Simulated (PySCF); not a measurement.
# `O[SiH3]` (H4OSi): removing and adding an electron

Parent: `O[SiH3]` (H4OSi). Optimised structure (Å), atoms numbered from 1:
```
O     1.1434   -0.4986   -0.3541
Si   -0.4070    0.0330   -0.0101
H     1.8848   -0.0681    0.0787
H    -0.7219   -0.1273    1.4429
H    -1.3152   -0.8111   -0.8299
H    -0.5759    1.4748   -0.3692
```

Computed at PBE0-D3(BJ)/ma-def2-TZVP // PBE0-D3(BJ)/ma-def2-SVP with PySCF (density fitting, grid level 2). Zero-point and thermal terms (298.15 K, 1 bar) come from unscaled PBE0-D3(BJ)/ma-def2-SVP harmonic frequencies, with soft modes damped to free rotors in the entropy.

Frontier levels of the parent: HOMO -8.75 eV, LUMO -0.46 eV.

Oxidation to the radical cation:
| Item | Value |
| --- | --- |
| Vertical ionisation energy (electronic) | 11.21 eV |
| Adiabatic ionisation energy (with zero-point energy) | 10.66 eV |
| Adiabatic, electronic part | 10.79 eV |
| Vertical gap at the product's structure | 9.57 eV |
| Inner reorganisation energy (four-point) | 1645 meV |
| Relaxation of product / of parent | 421 / 1224 meV |
| ⟨S²⟩ of the product | 0.759 |
| Largest spin populations | H (on Si2) 0.36, H (on Si2) 0.35, O1 0.19, Si2 0.12 |
| Largest changes of atomic charge | H (on Si2) 0.25, H (on Si2) 0.25, Si2 0.19, O1 0.14 |
| Distances that move most (Å) | Si2–H 1.495 → 1.575; Si2–H 1.495 → 1.574; O1–Si2 1.675 → 1.607; Si2–H 1.486 → 1.472 |

Reduction to the radical anion:
- Vertical electron affinity (electronic): -0.56 eV
- Adiabatic electron affinity (with zero-point energy): -0.49 eV
- Adiabatic, electronic part: -0.55 eV
- Vertical gap at the product's structure: -0.50 eV
- ⟨S²⟩ of the product: 0.750
- Largest spin populations: Si2 0.53, O1 0.24, H (on O1) 0.22
- Largest changes of atomic charge: Si2 -0.51, H (on O1) -0.22, O1 -0.21
- Distances that move most (Å): O1–H 0.960 → 0.978; Si2–H 1.486 → 1.504; O1–Si2 1.675 → 1.680; Si2–H 1.495 → 1.501

Caveats: the gas-phase radical anion comes out unbound at this level, so its gas-phase values hang on the basis; a negative vertical affinity means that the electron isn't bound at that structure, so the value and what is derived from it hang on the basis.
